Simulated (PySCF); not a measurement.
PySCF input file for C₃H₄, SMILES C=C=C, TDDFT-PBE0/def2-SVPD. Geometry: B3LYP-D3(BJ)/def2-TZVP.

```python
import numpy as np
from pyscf import gto, scf, dft, tdscf

mol = gto.M(
    atom='''
    C    -0.00000000    0.00000000   -1.30014421
    C    -0.00000000    0.00000000   -0.00000000
    C    -0.00000000    0.00000000    1.30014421
    H     0.65496194    0.65496194   -1.86318395
    H    -0.65496194   -0.65496194   -1.86318396
    H     0.65496194   -0.65496194    1.86318395
    H    -0.65496194    0.65496194    1.86318396
    ''',
    basis='def2-SVPD',
    charge=0,
    spin=0,
    symmetry=True,
    max_memory=1600,
    verbose=4,
)
mf = dft.RKS(mol, xc='pbe0').density_fit(auxbasis='def2-universal-jkfit')
mf.grids.level = 3
mf.conv_tol = 1e-9
mf.max_cycle = 100
mf.kernel()
mf.grids = dft.Grids(mol).set(level=1).build(with_non0tab=True)  # coarser grid for the response kernel
td = tdscf.TDDFT(mf)
td.singlet = True
td.nstates = 10
td.conv_tol = 1e-4
td.positive_eig_threshold = 1e-6
td.kernel(x0=td.get_init_guess(mf, 15))
td.analyze()
tt = tdscf.TDA(mf)
tt.singlet = False
tt.nstates = 4
tt.conv_tol = 1e-4
tt.positive_eig_threshold = 1e-6
tt.kernel(x0=tt.get_init_guess(mf, 9))
tt.analyze(verbose=3)
```

Program output:

```
PySCF version 2.14.0

[INPUT] verbose = 4
[INPUT] num. atoms = 7
[INPUT] num. electrons = 22
[INPUT] charge = 0
[INPUT] spin (= nelec alpha-beta = 2S) = 0
[INPUT] symmetry True subgroup None
[INPUT] Mole.unit = angstrom
[INPUT] Symbol           X                Y                Z      unit          X                Y                Z       unit  Magmom
[INPUT]  1 C      0.000000000000   0.000000000000  -1.300144210000 AA    0.000000000000   0.000000000000  -2.456916479339 Bohr   0.0
[INPUT]  2 C      0.000000000000   0.000000000000   0.000000000000 AA    0.000000000000   0.000000000000   0.000000000000 Bohr   0.0
[INPUT]  3 C      0.000000000000   0.000000000000   1.300144210000 AA    0.000000000000   0.000000000000   2.456916479339 Bohr   0.0
[INPUT]  4 H      0.654961940000   0.654961940000  -1.863183950000 AA    1.237698688614   1.237698688614  -3.520907385185 Bohr   0.0
[INPUT]  5 H     -0.654961940000  -0.654961940000  -1.863183960000 AA   -1.237698688614  -1.237698688614  -3.520907404083 Bohr   0.0
[INPUT]  6 H      0.654961940000  -0.654961940000   1.863183950000 AA    1.237698688614  -1.237698688614   3.520907385185 Bohr   0.0
[INPUT]  7 H     -0.654961940000   0.654961940000   1.863183960000 AA   -1.237698688614   1.237698688614   3.520907404083 Bohr   0.0

nuclear repulsion = 59.411867831727
point group symmetry = D2d, use subgroup D2
symmetry origin: [0.00000000e+00 0.00000000e+00 2.01858732e-17]
symmetry axis x: [ 1. -0.  0.]
symmetry axis y: [ 0.00000000e+00  1.00000000e+00 -4.03619865e-10]
symmetry axis z: [0.00000000e+00 4.03619865e-10 1.00000000e+00]
num. orbitals of irrep A = 28
num. orbitals of irrep B1 = 24
num. orbitals of irrep B2 = 20
num. orbitals of irrep B3 = 20
number of shells = 40
number of NR pGTOs = 130
number of NR cGTOs = 92
basis = def2-SVPD
ecp = {}


******** <class 'pyscf.df.df_jk.DFSymAdaptedRKS'> ********
method = DFSymAdaptedRKS
initial guess = minao
damping factor = 0
level_shift factor = 0
DIIS = <class 'pyscf.scf.diis.CDIIS'>
diis_start_cycle = 1
diis_space = 8
diis_damp = 0
SCF conv_tol = 1e-09
SCF conv_tol_grad = None
SCF max_cycles = 100
direct_scf = False
XC library pyscf.dft.libxc version 7.1.2
    S. Lehtola, C. Steigemann, M. J. T. Oliveira, and M. A. L. Marques,  SoftwareX 7, 1–5 (2018)
XC functionals = pbe0
    C. Adamo and V. Barone,  J. Chem. Phys. 110, 6158 (1999)
    M. Ernzerhof and G. E. Scuseria,  J. Chem. Phys. 110, 5029 (1999)
radial grids:
    Treutler-Ahlrichs [JCP 102, 346 (1995); DOI:10.1063/1.469408] (M4) radial grids

becke partition: Becke, JCP 88, 2547 (1988); DOI:10.1063/1.454033
pruning grids: <function nwchem_prune>
grids dens level: 3
symmetrized grids: True
atomic radii adjust function: <function treutler_atomic_radii_adjust>
small_rho_cutoff = 0
Freeze 0 electrons in irreps []
    22 free electrons in irreps A B1 B2 B3
Set gradient conv threshold to 3.16228e-05
Initial guess from minao.
tot grids = 81592
******** <class 'pyscf.df.df.DF'> ********
auxbasis = def2-universal-jkfit
init E= -116.650131292135
HOMO (B2) = -0.311291033017512  LUMO (B3) = -0.0613897211598521  gap/eV = 6.80016
cycle= 1 E= -116.407361839015  delta_E= 0.243  |g|= 0.25  |ddm|= 4.42
HOMO (B2) = -0.242525684836663  LUMO (A) = 0.0418962824013969  gap/eV = 7.73952
cycle= 2 E= -116.411762783473  delta_E= -0.0044  |g|= 0.225  |ddm|= 0.766
HOMO (B2) = -0.285146448997344  LUMO (B3) = 0.0104726977972103  gap/eV = 8.04421
cycle= 3 E= -116.426020783976  delta_E= -0.0143  |g|= 0.00488  |ddm|= 0.304
HOMO (B2) = -0.284777460828549  LUMO (B3) = 0.0111560483008956  gap/eV = 8.05276
cycle= 4 E= -116.426028660609  delta_E= -7.88e-06  |g|= 0.00329  |ddm|= 0.0243
HOMO (B2) = -0.284579979828039  LUMO (B3) = 0.0113552613457211  gap/eV = 8.05281
cycle= 5 E= -116.426031084771  delta_E= -2.42e-06  |g|= 0.00106  |ddm|= 0.00787
HOMO (B3) = -0.284689033252812  LUMO (B2) = 0.0112471649705165  gap/eV = 8.05283
cycle= 6 E= -116.426031397365  delta_E= -3.13e-07  |g|= 0.000103  |ddm|= 0.00233
HOMO (B3) = -0.284681771523111  LUMO (B2) = 0.0112575221748156  gap/eV = 8.05292
cycle= 7 E= -116.426031399919  delta_E= -2.55e-09  |g|= 1.66e-05  |ddm|= 0.000231
HOMO (B2) = -0.284681159080092  LUMO (B3) = 0.0112583580692208  gap/eV = 8.05292
cycle= 8 E= -116.426031399984  delta_E= -6.47e-11  |g|= 1.13e-06  |ddm|= 4.81e-05
HOMO (B2) = -0.284681252776768  LUMO (B3) = 0.0112582853159747  gap/eV = 8.05293
Extra cycle  E= -116.426031399983  delta_E= 1.02e-12  |g|= 1.61e-06  |ddm|= 3.08e-06
converged SCF energy = -116.426031399983
tot grids = 25432
Overwritten attributes  positive_eig_threshold  of <class 'pyscf.tdscf.rks.TDDFT'>


******** <class 'pyscf.tdscf.rks.TDDFT'> for <class 'pyscf.df.df_jk.DFSymAdaptedRKS'> ********
nstates = 10 singlet
deg_eia_thresh = 1.000e-03
wfnsym = None
conv_tol = 0.0001
eigh lindep = 1e-12
eigh level_shift = 0
eigh max_cycle = 100


Excitation energies (eV)
[6.00544815 6.25397309 7.35573256 7.35573256 7.41163039 8.13448688
 8.34888138 8.34888138 9.34319781 9.34319784]

** Singlet excitation energies and oscillator strengths **
Excited State   1:   B1      6.00545 eV    206.45 nm  f=0.0000
      10 -> 13        0.49914
      11 -> 12       -0.49914
Excited State   2:    A      6.25397 eV    198.25 nm  f=0.0000
      10 -> 12        0.49953
      11 -> 13       -0.49953
Excited State   3:   B3      7.35573 eV    168.55 nm  f=0.0222
      11 -> 14       -0.70127
Excited State   4:   B2      7.35573 eV    168.55 nm  f=0.0222
      10 -> 14       -0.70127
Excited State   5:    A      7.41163 eV    167.28 nm  f=0.0000
      10 -> 12       -0.49299
      11 -> 13       -0.49299
Excited State   6:   B1      8.13449 eV    152.42 nm  f=1.1521
      10 -> 13       -0.48346
      11 -> 12       -0.48346
Excited State   7:   B3      8.34888 eV    148.50 nm  f=0.0295
      10 -> 15        0.70006
Excited State   8:   B2      8.34888 eV    148.50 nm  f=0.0295
      11 -> 15        0.70006
Excited State   9:   B2      9.34320 eV    132.70 nm  f=0.0281
      10 -> 16        0.70006
Excited State  10:   B3      9.34320 eV    132.70 nm  f=0.0281
      11 -> 16        0.70006

** Transition electric dipole moments (AU) **
state          X           Y           Z        Dip. S.      Osc.
  1        -0.0000     -0.0000      0.0000      0.0000      0.0000
  2         0.0000     -0.0000     -0.0000      0.0000      0.0000
  3        -0.3511     -0.0000      0.0000      0.1233      0.0222
  4        -0.0000     -0.3511     -0.0000      0.1233      0.0222
  5         0.0000      0.0000     -0.0000      0.0000      0.0000
  6         0.0000      0.0000      2.4043      5.7808      1.1521
  7        -0.3801      0.0000     -0.0000      0.1445      0.0295
  8        -0.0000     -0.3801      0.0000      0.1445      0.0295
  9        -0.0000      0.3504     -0.0000      0.1228      0.0281
 10         0.3504      0.0000     -0.0000      0.1228      0.0281

** Transition velocity dipole moments (imaginary part, AU) **
state          X           Y           Z        Dip. S.      Osc.
  1        -0.0000      0.0000      0.0000      0.0000      0.0000
  2         0.0000      0.0000     -0.0000      0.0000      0.0000
  3        -0.1186      0.0000      0.0000      0.0141      0.0347
  4        -0.0000     -0.1186     -0.0000      0.0141      0.0347
  5         0.0000     -0.0000     -0.0000      0.0000      0.0000
  6        -0.0000      0.0000      0.7113      0.5060      1.1284
  7        -0.1278      0.0000     -0.0000      0.0163      0.0355
  8         0.0000     -0.1278      0.0000      0.0163      0.0355
  9        -0.0000      0.1306     -0.0000      0.0171      0.0331
 10         0.1306      0.0000     -0.0000      0.0171      0.0331

** Transition magnetic dipole moments (imaginary part, AU) **
state          X           Y           Z
  1        -0.0000     -0.0000      1.0881
  2        -0.0000      0.0000     -0.0000
  3        -0.7380      0.0000      0.0000
  4        -0.0000      0.7380      0.0000
  5         0.0000      0.0000     -0.0000
  6        -0.0000     -0.0000     -0.0000
  7         0.2417      0.0000      0.0000
  8         0.0000     -0.2417      0.0000
  9         0.0000     -0.3401      0.0000
 10         0.3401      0.0000      0.0000
Overwritten attributes  positive_eig_threshold  of <class 'pyscf.tdscf.rks.TDA'>


******** <class 'pyscf.tdscf.rks.TDA'> for <class 'pyscf.df.df_jk.DFSymAdaptedRKS'> ********
nstates = 4 triplet
deg_eia_thresh = 1.000e-03
wfnsym = None
conv_tol = 0.0001
eigh lindep = 1e-12
eigh level_shift = 0
eigh max_cycle = 100


Excitation energies (eV)
[4.58948504 4.82738972 5.61608189 5.8392394 ]

** Triplet excitation energies and oscillator strengths **
Excited State   1:    A      4.58949 eV    270.15 nm  f=0.0000
Excited State   2:   B1      4.82739 eV    256.83 nm  f=0.0000
Excited State   3:    A      5.61608 eV    220.77 nm  f=0.0000
Excited State   4:   B1      5.83924 eV    212.33 nm  f=0.0000
```

Self-consistency was reached.

Cost: roughly 50 core-seconds.
